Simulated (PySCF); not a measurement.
A small calculation by hand: chemical shift, span and skew from a shielding tensor

acetylene (C₂H₂), SMILES C#C. Atoms are numbered in the order given.

```xyz
4

C      0.0000     0.0000     0.5982
C      0.0000     0.0000    -0.5982
H      0.0000     0.0000     1.6644
H      0.0000     0.0000    -1.6644
```

Coordinates come from a ωB97X-D3(BJ)/def2-TZVPD optimisation.

GIAO shieldings from KT2/pcSseg-2 run with PySCF, non-relativistic, no solvent. The symmetric part of the tensor of C1 has the principal values 34.8, 34.8, 280.3 ppm. The same nucleus in TMS has σ = 184.2 ppm at this level (PySCF, at its B3LYP-D3(BJ)/def2-TZVP geometry).

Problem. Work out the isotropic shielding, the ¹³C shift against TMS, the span and the skew.

Solution. 
σ(iso) = (σ11 + σ22 + σ33)/3 = 116.6 ppm. δ = σ(ref) − σ(iso) = 184.2 − (116.6) = 67.6 ppm.
Span Ω = σ33 − σ11 = 245.5 ppm. Skew κ = 3(σ(iso) − σ22)/Ω = 1.00, an axial tensor. Tumbling in solution averages the tensor to δ; in a static solid the shielding alone would spread this spin-1/2 line over Ω.
